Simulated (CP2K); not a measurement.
# MNDO run of CH4BN (SMILES [H]/N=C/B)

Aim: the energy change on altering one bond length of CH4BN at MNDO, from 2 runs. 

The calculation is run with CP2K 2026.2.

2 further runs of the same task are left out: 1 that didn't finish, 1 set aside as unsound or not needed.

## Step 1: The system as given

CH4BN has 7 atoms, charge 0, and is taken as a singlet. As SMILES, `[H]/N=C/B`. The coordinates come from a GFN2-xTB relaxation.

Bond lengths: B1–C2 1.569 Å, C2–N3 1.266 Å, B1–H4 1.164 Å, B1–H5 1.168 Å, C2–H6 1.104 Å, N3–H7 1.022 Å. Angles: B1–C2–N3 120.2°, B1–C2–H6 118.7°, N3–C2–H6 121.1°, C2–B1–H4 118.9°, C2–B1–H5 119.4°, C2–N3–H7 116.1°, H4–B1–H5 121.7°.

## Step 2: Energy and forces at MNDO

File molecule.inp:

```
&GLOBAL
  PROJECT_NAME molecule
  RUN_TYPE ENERGY_FORCE
  PRINT_LEVEL MEDIUM
&END GLOBAL

&FORCE_EVAL
  METHOD QUICKSTEP
  &DFT
    &QS
      METHOD MNDO
      EPS_DEFAULT 1.0E-10
      &SE
        &COULOMB
          CUTOFF [angstrom] 50
          RC_RANGE [angstrom] 0
        &END COULOMB
        &EXCHANGE
          CUTOFF [angstrom] 50
          RC_RANGE [angstrom] 0
        &END EXCHANGE
      &END SE
    &END QS
    &POISSON
      PERIODIC NONE
      POISSON_SOLVER ANALYTIC
    &END POISSON
    &SCF
      SCF_GUESS ATOMIC
      EPS_SCF 1.0E-06
      MAX_SCF 150
      &DIAGONALIZATION
        ALGORITHM STANDARD
      &END DIAGONALIZATION
      &MIXING
        METHOD DIRECT_P_MIXING
        ALPHA 0.4
      &END MIXING
    &END SCF
    ! extra output
    &PRINT
      &MOMENTS
        PERIODIC F
        REFERENCE COM
        MAX_MOMENT 1
      &END MOMENTS
      &MO ON
        ENERGIES T
        OCCUPATION_NUMBERS T
        NDIGITS 6
        &EACH
          QS_SCF 0
        &END EACH
        ADD_LAST NUMERIC
      &END MO
      &HIRSHFELD OFF
      &END HIRSHFELD
    &END PRINT
  &END DFT
  ! atoms, cell and kinds
  &SUBSYS
    &CELL
      ABC 19.1 18.6 18.3
      PERIODIC NONE
    &END CELL
    &COORD
      UNIT bohr
      B     -1.7019629     0.6597223    -1.1771860
      C      0.6312252     0.1553355     0.5810341
      N      1.6494663    -2.0080230     0.6374235
      H     -2.4337594    -0.9647052    -2.4671697
      H     -2.6584856     2.6478842    -1.1616902
      H      1.3536675     1.7166839     1.7624342
      H      3.1598300    -2.2069167     1.8251542
    &END COORD
    &TOPOLOGY
      &CENTER_COORDINATES
      &END CENTER_COORDINATES
    &END TOPOLOGY
  &END SUBSYS
  &PRINT
    &FORCES ON
    &END FORCES
  &END PRINT
&END FORCE_EVAL
```

Launch:

```console
OMP_NUM_THREADS=1 cp2k.psmp -i molecule.inp > molecule.out 2>&1
```

The log of the run:

```text
CP2K| version string:                                       CP2K version 2026.2
[...]
 GLOBAL| Method name                                                        CP2K
[...]
 GLOBAL| Run type                                                   ENERGY_FORCE
[...]
                             - Atoms:                                          7
[...]
                             - Spherical basis functions:                     16
[...]
 Number of electrons:                                                         16
[...]
     1 P_Mix/Diag. 0.40E+00    0.0     0.68334978       -11.9187295277 -1.19E+01
[...]
    14 DIIS/Diag.  0.26E-06    0.0     0.00000058       -16.9464099783 -1.44E-11
  *** SCF run converged in    14 steps ***
  Core-core repulsion energy [eV]:                            705.28010988414167
  Core Hamiltonian energy [eV]:                              -705.12311735622200
  Two-electron integral energy [eV]:                         -922.58451887654280
  Electronic energy [eV]:                                   -1166.41537679449334
  Total energy [eV]:                                         -461.13526691035167
  Atomic reference energy [eV]:                               462.24042957649948
  Heat of formation [kcal/mol]:                                25.48565854395350
[...]
 SE_DIPOLE| Moment [Debye]         -0.46244228      -1.32041828      -0.87277096
 SE_DIPOLE| Derivative [a.u.]       0.00000000       0.00000000       0.00000000
 ENERGY| Total FORCE_EVAL ( QS ) energy [hartree]            -16.946409978310058
 FORCES| Atomic forces [hartree/bohr]
 FORCES|   Atom     x               y               z               |f|
 FORCES|      1  1.33367367E-02 -2.43090490E-03  1.02198093E-02   1.69771124E-02
 FORCES|      2 -2.53321491E-02  3.77074814E-02 -6.88414684E-03   4.59452219E-02
 FORCES|      3  2.53750324E-02 -4.41980066E-02  4.72951421E-03   5.11832430E-02
 FORCES|      4 -1.98771160E-03  5.34008364E-03  4.24328230E-04   5.71380303E-03
 FORCES|      5  2.24904118E-03 -5.76813893E-03 -4.62977490E-04   6.20837830E-03
 FORCES|      6 -3.85175635E-03  5.61551834E-03 -1.38103012E-03   6.94818806E-03
 FORCES|      7 -9.78919318E-03  3.73396701E-03 -6.64549728E-03   1.24069919E-02
 FORCES| Sum    -7.07767178E-16  2.22044605E-16  2.22044605E-16
 FORCES| Total atomic force                                       7.74300970E-16
[...]
```

Run time: 1.1 s. Hardware: 1 thread of AMD EPYC 7R43 (Zen 3), shared host; peak memory 0.18 GiB.

## Step 3: The distorted shape, same level

File molecule.inp:

```
&FORCE_EVAL
 METHOD QUICKSTEP
 &DFT
  # Quickstep
  &QS
   METHOD MNDO
   EPS_DEFAULT 1.0E-10
   &SE
    &COULOMB
     CUTOFF [angstrom] 50
     RC_RANGE [angstrom] 0
    &END COULOMB
    &EXCHANGE
     CUTOFF [angstrom] 50
     RC_RANGE [angstrom] 0
    &END EXCHANGE
   &END SE
  &END QS
  &POISSON
   PERIODIC NONE
   POISSON_SOLVER ANALYTIC
  &END POISSON
  &SCF
   SCF_GUESS ATOMIC
   EPS_SCF 1.0E-06
   MAX_SCF 150
   &DIAGONALIZATION
    ALGORITHM STANDARD
   &END DIAGONALIZATION
   &MIXING
    METHOD DIRECT_P_MIXING
    ALPHA 0.4
   &END MIXING
  &END SCF
  # extra output
  &PRINT
   &MOMENTS
    PERIODIC F
    REFERENCE COM
    MAX_MOMENT 1
   &END MOMENTS
   &MO ON
    ENERGIES T
    OCCUPATION_NUMBERS T
    NDIGITS 6
    &EACH
     QS_SCF 0
    &END EACH
    ADD_LAST NUMERIC
   &END MO
   &HIRSHFELD OFF
   &END HIRSHFELD
  &END PRINT
 &END DFT
 # structure
 &SUBSYS
  # box in angstrom
  &CELL
   ABC 19 18.5 18.3
   PERIODIC NONE
  &END CELL
  &COORD
   UNIT bohr
   B     -1.7976095     0.8585271    -1.1756364
   C      0.5355786     0.3541403     0.5825837
   N      1.5538197    -1.8092181     0.6389731
   H     -2.5294060    -0.7659003    -2.4656202
   H     -2.6584856     2.6478842    -1.1616902
   H      1.2580209     1.9154888     1.7639837
   H      3.0641834    -2.0081118     1.8267038
  &END COORD
  &TOPOLOGY
   &CENTER_COORDINATES
   &END CENTER_COORDINATES
  &END TOPOLOGY
 &END SUBSYS
 &PRINT
  &FORCES ON
  &END FORCES
 &END PRINT
&END FORCE_EVAL
&GLOBAL
 PROJECT_NAME molecule
 RUN_TYPE ENERGY_FORCE
 PRINT_LEVEL MEDIUM
&END GLOBAL
```

Launch:

```console
OMP_NUM_THREADS=1 cp2k.psmp -i molecule.inp > molecule.out 2>&1
```

The log of the run:

```text
CP2K| version string:                                       CP2K version 2026.2
[...]
 GLOBAL| Method name                                                        CP2K
[...]
 GLOBAL| Run type                                                   ENERGY_FORCE
[...]
                             - Atoms:                                          7
[...]
                             - Spherical basis functions:                     16
[...]
 Number of electrons:                                                         16
[...]
     1 P_Mix/Diag. 0.40E+00    0.0     0.68387453       -11.8703336873 -1.19E+01
[...]
    14 DIIS/Diag.  0.32E-06    0.0     0.00000062       -16.9394585405 -1.46E-11
  *** SCF run converged in    14 steps ***
  Core-core repulsion energy [eV]:                            709.50681106925799
  Core Hamiltonian energy [eV]:                              -705.79232926421582
  Two-electron integral energy [eV]:                         -929.32118094639441
  Electronic energy [eV]:                                   -1170.45291973741291
  Total energy [eV]:                                         -460.94610866815498
  Atomic reference energy [eV]:                               462.24042957649948
  Heat of formation [kcal/mol]:                                29.84775158153693
[...]
 SE_DIPOLE| Moment [Debye]         -0.43536307      -1.37311939      -0.87194012
 SE_DIPOLE| Derivative [a.u.]       0.00000000       0.00000000       0.00000000
 ENERGY| Total FORCE_EVAL ( QS ) energy [hartree]            -16.939458540515030
 FORCES| Atomic forces [hartree/bohr]
 FORCES|   Atom     x               y               z               |f|
 FORCES|      1  4.62411483E-02 -7.09081479E-02  9.63878796E-03   8.52004428E-02
 FORCES|      2 -2.40952556E-02  3.58680876E-02 -6.59921575E-03   4.37109906E-02
 FORCES|      3  2.57435437E-02 -4.43679458E-02  4.96815041E-03   5.15356884E-02
 FORCES|      4 -1.29785374E-03  3.33920794E-03  1.79653188E-04   3.58706137E-03
 FORCES|      5 -3.30719010E-02  6.67097279E-02 -2.72771594E-04   7.44581281E-02
 FORCES|      6 -3.74636110E-03  5.62330623E-03 -1.28978139E-03   6.87897743E-03
 FORCES|      7 -9.77332056E-03  3.73576394E-03 -6.62482281E-03   1.23839414E-02
 FORCES| Sum     6.93889390E-17 -1.94289029E-16 -2.49800181E-16
 FORCES| Total atomic force                                       3.23980218E-16
[...]
```

Run time: 1.1 s. Hardware: 1 thread of AMD EPYC 7R43 (Zen 3), shared host; peak memory 0.18 GiB.

## Step 4: What came out

Level: MNDO.

| quantity | value |
| --- | --- |
| first shape: total energy | -16.94641 Eh |
| first shape: dipole moment | 1.65 D |
| first shape: HOMO energy | -10.96 eV |
| first shape: heat of formation at this unrelaxed shape | 25.5 kcal/mol |
| first shape: largest force on an atom | 2.632 eV/Å |
| distorted shape: total energy | -16.93946 Eh |
| distorted shape: dipole moment | 1.68 D |
| distorted shape: HOMO energy | -10.95 eV |
| distorted shape: heat of formation at this unrelaxed shape | 29.8 kcal/mol |
| distorted shape: largest force on an atom | 4.381 eV/Å |
| energy change with the B1–H5 bond shortened from 1.168 to 1.051 Å | 0.189 eV |

In words: With the B1–H5 bond shortened from 1.168 to 1.051 Å the energy rises by 0.19 eV (4.4 kcal/mol). The first shape isn't relaxed at this level, so the change isn't measured from a minimum. The largest force (first shape) is 2.63 eV/Å: the shape isn't a stationary point for this species at this level.
